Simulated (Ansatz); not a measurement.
**SiSF (doublet): one geometry, many settings at a displaced geometry (v2)**

The task here is to estimate one member of a computed series from the others.

Method: the settings change from run to run; program: Ansatz 0.2.0, Gaussian basis.

32 further runs of the same task are left out: 13 for a known fault of the program, 7 that didn't finish, 12 set aside as unsound or not needed.

**The system**

The geometry is a PBE0/def2-TZVP stationary point (not a proven minimum) with its atoms shifted at random (size 0.100 Å).

3 atoms, charge 0, spin multiplicity 2.

Atoms are counted from 1 here; the program's logs count them from 0.

Bond lengths: F1–Si3 1.605 Å, S2–Si3 1.952 Å. Angles: F1–Si3–S2 124.6°.

The first run:

Contents of in.yaml:

```yaml
crystal:
  periodic: [false, false, false]
  atoms:
    - {symbol: F, position_ang: [0.098111, 0.427907, 1.736914]}
    - {symbol: S, position_ang: [-0.066764, 0.180433, -1.403033]}
    - {symbol: Si, position_ang: [0.009857, -0.495457, 0.426898]}
basis:
  gaussian: {orbitals: cc-pVDZ}
magnetization: {spin_polarized: false, initial_magnetization: 1}
correlation: {method: mp2, electrons: valence}
accuracy: high
```

Command:

```
ansatz run in.yaml --threads 1 --pin off --events-out ev --progress --plain --max-ram 2393MiB
```

Among the steps run: MP2 on ROHF/cc-pVDZ; BCCD(T)/cc-pVDZ; MP2 on UHF/def2-SVP; CASSCF(11,6)/cc-pVDZ; CASSCF(3,8)/cc-pVDZ.

One table of the session follows, with a row left open; its other results are not shown here.

```
                                      level  from UCCSDT(Q) (meV)
                        MP2 on ROHF/cc-pVDZ                 926.5
       BCCD(T)/cc-pVDZ (on r2SCAN orbitals)                 147.1
MP2 on UHF/def2-SVP (beside a point charge)                      
                       CASSCF(11,6)/cc-pVDZ               11514.5
                        CASSCF(3,8)/cc-pVDZ                     ?
```

Estimate the missing values for CASSCF(3,8)/cc-pVDZ.

As computed: from UCCSDT(Q) (meV): 10694.4. In the column «from UCCSDT(Q) (meV)» it lies between MP2 on ROHF/cc-pVDZ (926.5) and CASSCF(11,6)/cc-pVDZ (11514.5).

Caveats from the session: Hartree-Fock, CASSCF and CASCI lack dynamic correlation by design.
